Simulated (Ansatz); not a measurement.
## hcp Lu

These are rVV10 (plane waves, PAW; Ansatz, a first-principles code) values and carry that method's errors.

Settings: plane-wave cutoff 500 eV, 24×24×14 k mesh (along the axes of the cell as run), Fermi–Dirac smearing 0.1 eV, scalar-relativistic PAW data made under PBE.

Cell (relaxed at this level):

```xyz
2
Lattice="1.7430 -3.0191 0.0000 1.7430 3.0191 0.0000 0.0000 0.0000 5.4517" Properties=species:S:1:pos:R:3 pbc="T T T"
Lu     1.7430     1.0064     1.3629
Lu     1.7430    -1.0064     4.0888
```

```yaml
volume_per_atom: 28.69 Å³/atom
equilibrium_lattice_constant_a: 3.486 Å
lattice_parameter_c: 5.452 Å
```

Measured, for comparison: equilibrium volume per atom 29.52 Å³/atom (room temperature, not corrected to a static lattice; as tabulated in Söderlind et al. (2014), doi:10.1088/0953-8984/26/41/416001); lattice constant a 3.505 Å (293 K, not corrected to a static lattice; as tabulated in Wikipedia's data pages); lattice parameter c 5.549 Å (293 K, not corrected to a static lattice, our sources range from 5.549 to 5.563; as tabulated in Wikipedia's data pages). Computed (rounded) less measured: equilibrium volume per atom -2.8 %, lattice constant a -0.5 %, lattice parameter c -1.7 % (-1.7 % to -2.0 % over the range). A static lattice is as a rule a little smaller and stiffer than an uncorrected measurement, which narrows the difference in the lattice constant a, lattice parameter c and would widen misses of the other sign.

Spin–orbit coupling is not included.

Computed values are for the static lattice.

It cost very roughly 4 core-minutes of CPU time.
